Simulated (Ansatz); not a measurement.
**A point defect in Si**

Level of theory: DFT PBE, scalar-relativistic, plane waves, PAW (Ansatz 0.2.0). Settings: 420 eV cutoff, 3×3×3 k-mesh, Gaussian smearing of 0.01 eV, collinear spin in charge +1 alone.

Host crystal, relaxed:

```yaml
crystal:
  lattice:
    - [0.00000, 2.73505, 2.73505]
    - [2.73505, 0.00000, 2.73505]
    - [2.73505, 2.73505, 0.00000]
  atoms:
    - { symbol: Si, position: [0.75000, 0.75000, 0.75000] }
    - { symbol: Si, position: [0.50000, 0.50000, 0.50000] }
```

Supercell of 32 atoms, rows in host cell vectors: -1 3 -1; 3 -1 -1; -1 -1 -1. Atoms relax at the host's cell from a start displaced at random by 0.06 Å near the defect, so other minima may exist. The cell is small, so energies carry finite-size errors of tenths of an eV. The host's Kohn–Sham gap is 0.61 eV. Atoms are taken from and returned to the elements' standard states. Charged cells are corrected for image charges with the computed static dielectric tensor (mean 13.0) and aligned with the host's potential at far atoms (alignment terms reach 0.47 eV; the program doubts the alignment in some charges, where it is up to 0.47 eV). No band-filling term is added, and the Fermi level counts from the host's valence band top.

Starting moments were lost in some runs.

The defect is an interstitial at (0.000, 0.000, 0.000) of the host cell.

| charge | E_f at the valence band top (eV) | over the neutral state (eV) | moment (μB) | largest move (Å) | atoms near the site |
| --- | --- | --- | --- | --- | --- |
| +2 | 1.37 | -0.79 | 0.00 | 0.14 | 4 Si at 2.51 Å, 6 Si at 2.78 Å |
| +1 | 1.53 | -0.63 | 0.00 | 0.15 | 4 Si at 2.52 Å, 1 Si at 2.77 Å, 5 Si at 2.78 Å |
| 0 | 2.17 | 0.00 | 0.00 | 0.15 | 4 Si at 2.52 Å, 6 Si at 2.77 Å |

Among the charges computed the stable one is +2 at the valence band top, changing to +1 at 0.16 eV. In charge +1, 0 the cell has partly filled bands: a level of the defect may be part filled, the carrier may sit in the host's bands, or levels may cross between the k points, so transitions that involve it are doubtful. Other sites of the defect weren't tried.

Question: Which element is it? Judge by the nearest distance in charge 0 and covalent radii.
A. Mg
B. Cs
C. Ti
D. Cl
E. As

Answer: A. The nearest neighbour is Si at 2.52 Å, and the summed covalent radii with Si are 2.30 Å for As, 2.13 Å for Cl, 3.55 Å for Cs, 2.52 Å for Mg, 2.71 Å for Ti, so Mg fits best. Bonds can miss such sums by a tenth of an ångström or more.

Cost: 4 runs of about 25 core-minutes in all, on Intel Xeon Platinum 8488C (Sapphire Rapids) (shared hosts).